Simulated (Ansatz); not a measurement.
Geometry optimisation, RKS PBE/def2-SVP in Ansatz 0.2.0.

Input file:

```yaml
crystal:
  periodic: [false, false, false]
  atoms:
    - { symbol: B, position_ang: [-0.039037, -0.37857, -0.463409] }
    - { symbol: C, position_ang: [-0.036201, -0.179995, 2.334885] }
    - { symbol: H, position_ang: [-0.968905, -0.136219, 2.932176] }
    - { symbol: H, position_ang: [0.81935, -0.409402, 3.004259] }
    - { symbol: H, position_ang: [0.133658, 0.800314, 1.847169] }
    - { symbol: H, position_ang: [1.08882, 0.083962, -0.524214] }
    - { symbol: H, position_ang: [-1.051995, 0.29941, -0.527005] }
    - { symbol: F, position_ang: [-0.172547, -1.701096, -0.429042] }
    - { symbol: H, position_ang: [-0.129643, -0.995804, 1.585281] }
basis:
  gaussian: { orbitals: def2-SVP }
hamiltonian:
  xc: pbe
relax:
  f_tol: 0.03
  max_steps: 50
```

Launched with:

```bash
$ ansatz run input.yaml --threads 1 --pin off --max-ram 2048MiB --backend cpu --events-out ev --progress --plain --runs-dir out
```

Question: Where does it end, and by what steps?

Answer: The run converged. The force dipped under the threshold on the way, but the program's further checks kept it going. After 10 steps the energy has fallen by 0.089 eV; H9 moved furthest, 0.46 Å.

| step | energy less start (eV) | largest force component (eV/Å) | accepted |
| --- | --- | --- | --- |
| 0 | 0.0000 | 0.366 | yes |
| 1 | -0.0466 | 0.548 | yes |
| 2 | -0.0178 | 1.075 | no |
| 3 | -0.0717 | 0.439 | yes |
| 4 | -0.0795 | 0.265 | yes |
| 5 | -0.0833 | 0.180 | yes |
| 6 | -0.0877 | 0.032 | yes |
| 7 | -0.0883 | 0.017 | yes |
| 8 | -0.0885 | 0.104 | yes |
| 9 | -0.0603 | 0.750 | no |
| 10 | -0.0889 | 0.008 | yes |

```xyz
9
Properties=species:S:1:pos:R:3
B -0.034 -0.346 -0.771
C -0.040 -0.208 2.571
H -0.964 -0.026 3.151
H 0.825 -0.273 3.257
H 0.118 0.632 1.867
H 1.097 0.103 -0.802
H -1.049 0.327 -0.787
F -0.172 -1.668 -0.740
H -0.138 -1.158 2.014
```

Whether the end is a true minimum wasn't checked by a vibrational analysis.

The run took 9.4 s on 1 thread of Intel(R) Xeon(R) 6975P-C (Granite Rapids) (shared host), peak memory 0.14 GiB.
